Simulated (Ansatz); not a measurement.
Task: an active-space calculation of Al₂ClH₃, SMILES [AlH2][AlH][Cl], with the Python package of Ansatz (0.2.0). Give the script and its output. Use: SC-NEVPT2, 6-31G* basis, multiplicity 1.

```xyz
6

Al   -0.8272    0.1924   -0.9255
Al    0.8079   -0.3858    0.7812
Cl    1.3052    1.0529    2.3660
H    -1.1829   -0.7871   -2.0957
H    -1.5746    1.6642   -0.9023
H     1.5137   -1.8007    0.7301
```

`al2clh3.py`
```python
'''Active-space calculation on Al2ClH3.'''

import warnings

import ansatz as az


def main() -> None:
    warnings.simplefilter('ignore', az.DeckWarning)

    geometry_ang = [
        ('Al', [-0.8272, 0.1924, -0.9255]),
        ('Al', [0.8079, -0.3858, 0.7812]),
        ('Cl', [1.3052, 1.0529, 2.366]),
        ('H', [-1.1829, -0.7871, -2.0957]),
        ('H', [-1.5746, 1.6642, -0.9023]),
        ('H', [1.5137, -1.8007, 0.7301]),
    ]
    al2clh3 = az.Crystal.molecule()
    for symbol, xyz in geometry_ang:
        al2clh3 = al2clh3.atom(symbol, xyz)

    model = al2clh3.calculation().basis(gaussian='6-31G*').correlation(active_electrons=2, active_orbitals=3)
    for method in ['sc_nevpt2']:
        data = (model if method is None else model.correlation(method)).run(threads=1, pin='off').report
        space = data['configurations']
        state = space['states'][0]
        print(method or 'casscf', f'total {data["free_energy_ev"] / 27.211386246:.6f} Ha, active-space state {state["energy"]["hartree"]:.6f} Ha, mean field {data["reference_energy_ev"] / 27.211386246:.6f} Ha')
        print('  determinants', state['n_determinants'], ' natural occupations', [round(n, 3) for n in space['natural_occupations']])
    print('effectively unpaired electrons, sum of min(n, 2 - n):', round(sum(min(n, 2 - n) for n in space['natural_occupations']), 3))


if __name__ == '__main__':
    main()
```

```console
$ python al2clh3.py
RunWarning: the results are in doubt because another end's mean lies 0.004 eV lower, and its corrected mean 0.013 eV higher
sc_nevpt2 total -945.299487 Ha, active-space state -945.090440 Ha, mean field -945.072838 Ha
  determinants 9  natural occupations [1.974, 0.02, 0.006]
effectively unpaired electrons, sum of min(n, 2 - n): 0.052
```
(Warnings from the package without file and line.)

Notes:
- Total energies depend on the basis set; only differences at equal settings carry meaning.
- The geometry is a force-field or estimated start, not a minimum of this method, and the basis set is short of its limit. The active space starts as a window about the frontier orbitals and is then optimised, not chosen by chemistry.
- A lower CASSCF solution was found and passed over, so the printed active-space state isn't the lowest.
- The script silences the warnings on its input, which a real study should read.
- Run time: 5.1 s on 1 thread of Arm Neoverse V1, on a shared host, peak memory 0.19 GiB.

(Lines on the test bed's own set-up are left out of the output.)
